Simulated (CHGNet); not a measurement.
# bcc Ta

Level of theory: the machine-learned potential CHGNet 0.3.0 (trained on PBE and PBE+U data).

Cell: relaxed at this level.

```yaml
equilibrium_lattice_constant_a: 3.324 Å
volume_per_atom: 18.36 Å³/atom
vacancy_formation_energy: 1.65 eV
```

Measured, for comparison: lattice constant a 3.299 Å, equilibrium volume per atom 17.95 Å³/atom (static lattice: zero-point anharmonic expansion removed; as tabulated in Mejia-Rodriguez and Trickey (2018), arXiv:1807.09216); vacancy formation energy 2.9 ± 0.4 eV (no zero-point or thermal correction, monovacancy, our sources range from 2.65 to 3.00; as tabulated in Mehl and Papaconstantopoulos (1996), arXiv:mtrl-th/9602003). Computed (rounded) less measured: lattice constant a +0.8 %, equilibrium volume per atom +2.3 %, vacancy formation energy not scored (sources differ).

A machine-learned potential is trained on density-functional data: it inherits that level's misses and adds fitting errors of its own.
